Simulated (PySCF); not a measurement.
## Identify the compound

An unknown has the formula C10H9N. Its calculated NMR data are:

¹H NMR (600 MHz, computed): δ 7.84 (s, 1H), 7.66 (d, 1H), 7.31 (d, 1H), 7.30 (m, 1H), 7.08 (m, 1H), 6.75 (m, 1H), 6.67 (m, 1H), 6.08 (m, 1H), 5.56 (m, 1H).

¹³C{¹H} NMR (computed): δ 141.3 (CH), 137.0 (C), 129.7 (CH), 127.5 (C), 125.4 (CH), 121.8 (CH), 117.0 (CH), 116.8 (CH2), 114.6 (CH), 106.2 (CH).

PySCF 2.14 calculation with geometry from GFN2-xTB and σ from GIAO-PBE0/pcSseg-1; single conformer, isolated molecule, non-relativistic.

δ = σ(ref) − σ, references computed at the same level: ¹H (σ = 31.72 ppm), ¹³C (σ = 186.93 ppm) vs TMS.

**Question.** Which candidate is it?
A. C=Cc1ccc2cccn2c1
B. c1ccc(-n2cccc2)cc1
C. Cc1cnc2ccccc2c1

**Answer.** A. 

Rings plus π bonds: 7 (2 rings in the answer). 10 carbon signals for 10 carbons: no two carbons are equivalent. Carbon types of the structure: 2 × C, 7 × CH, 1 × CH2, which accounts for all hydrogens. δC 141.3: alkene CH; an sp2 carbon of a C=C bond. δC 137.0: ring-fusion aromatic carbon. δC 129.7, 114.6: aromatic CH next to a ring nitrogen. δC 127.5: substituted aromatic carbon. δC 116.8: terminal =CH2 carbon; an sp2 carbon of a C=C bond.

The others: Cc1cnc2ccccc2c1 would give 7 signals for carbon-bound and other non-exchanging H, not 9; c1ccc(-n2cccc2)cc1 would give 6 carbon signals, not 10.

Shifts are as computed. Against solution values, carbons near 30 ppm lie about +3 ppm off and those near 130 ppm about +5 ppm. Of 1211 compounds with measured shifts, 218 miss one by over three times the rms of a fit or turn the order of signals round; such compounds aren't used in these exercises. Multiplicities follow the n + 1 count of equivalent neighbours, as no J values were calculated; m marks all less simple cases, F and P coupling included.
